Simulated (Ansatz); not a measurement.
# BC (sextet): the correlation ladder, def2-TZVPP

One table from this session's results is given with a row withheld; the runs are named, their logs left out.

Program: Ansatz 0.2.0, Gaussian basis. Level of theory: def2-TZVPP, core rule «outside noble gas», up to 2 orbitals frozen. These are calculated values, not measurements.

To be run: UHF; ROHF; CCSD(T) on UHF.

## The geometry

The geometry is a PBE0/def2-TZVP stationary point (not a proven minimum) of the parent state, kept for this charge and spin.

2 atoms, charge 0, spin multiplicity 6.

Atoms are counted from 1 here; the program's logs count them from 0.

Bond lengths: B1–C2 1.478 Å.

The first run:

in.yaml reads:

```yaml
crystal:
  periodic: [false, false, false]
  atoms:
    - {symbol: B, position_ang: [0.000000, 0.000000, 0.000000]}
    - {symbol: C, position_ang: [0.000000, 0.000000, 1.478400]}
basis:
  gaussian: {orbitals: def2-TZVPP}
magnetization: {spin_polarized: true, initial_magnetization: 5}
hamiltonian: {xc: hf}
output: {orbitals: {seedname: orbitals}}
```

The run is started by

```bash
$ ansatz run in.yaml --threads 1 --pin off --events-out ev --progress --plain --max-ram 2816MiB --backend cpu
```

Steps of the session up to this table: UHF; ROHF; CCSD(T) on UHF.

One of the session's tables, all rows but one given; the rest of the session is left out.

It belongs to the step «Misses and costs». 

```
  method  from UCCSD(T) (kJ/mol)
    ROHF                  +334.2
     UHF                  +330.2
    UMP2                   +64.4
   UCCSD                       ?
UCCSD(T)                       0
```

Q: Estimate the row for UCCSD from the others.

As computed: from UCCSD(T) (kJ/mol): +10.9. In the column «from UCCSD(T) (kJ/mol)» it lies between UCCSD(T) (0) and UMP2 (+64.4).
